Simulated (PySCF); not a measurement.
chlorine (Cl2), SMILES ClCl. Coordinates come from a B3LYP-D3(BJ)/def2-TZVPD optimisation.

TDA-M06-2X/def2-TZVPD run with PySCF puts the lowest singlet excitations at 3.56, 3.56, 6.41, 6.41, 8.66, 8.66 eV.

Question: What are the lowest excitation roots from ADC(2)/aug-cc-pVDZ (PySCF)? (An estimate is asked for; the answer gives what the named calculation found.)

Answer: 3.82, 3.82, 6.70, 6.70, 8.80, 8.80 eV. S1 differs by 0.25 eV (second minus first; roots are paired by order, and the bases may differ).
